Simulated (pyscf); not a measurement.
PySCF, gas phase, ωB97X-D3(BJ)/def2-SVP geometries.

**Question.** For the elementary gas-phase step HO–Mo(=S)(=S)–SH + H₂S → S=Mo(=S)(SH)–SH + H₂O (singlet surface; Mo–O, H–S broken, Mo–S, H–O formed), what barrier and reaction energy does ωB97M-D3(BJ)/def2-TZVP give, measured from the separated reactants?

**Answer.** ΔE‡ = 43.8 kJ/mol, ΔE = -4.3 kJ/mol. Zero-point energy shifts the barrier by +3.4 kJ/mol. It is a four-centre exchange, with an imaginary mode of 968i cm⁻¹. On the reactant side the descent ends in an adduct with a Mo–S contact, 17.7 kJ/mol under the separated species and 37.8 kJ/mol under the saddle at ωB97X-D3(BJ)/def2-TZVP. On the product side the descent ends in an adduct with a Mo–O contact (not fully relaxed), 22.8 kJ/mol under the separated species and 64.6 kJ/mol under the saddle at ωB97X-D3(BJ)/def2-TZVP. What is counted as formed (Mo–S) is already present as a longer contact in the reactant adduct; forming that adduct is a step of its own. What is counted as broken (Mo–O) persists as a longer contact in the product adduct; parting that adduct is a step of its own. At ωB97X-D3(BJ) the barrier from the zero used here is 20.2 kJ/mol. This is the saddle that the search found; another between the same sides may lie lower. Elements past Kr carry the def2 core potentials, without spin-orbit coupling.
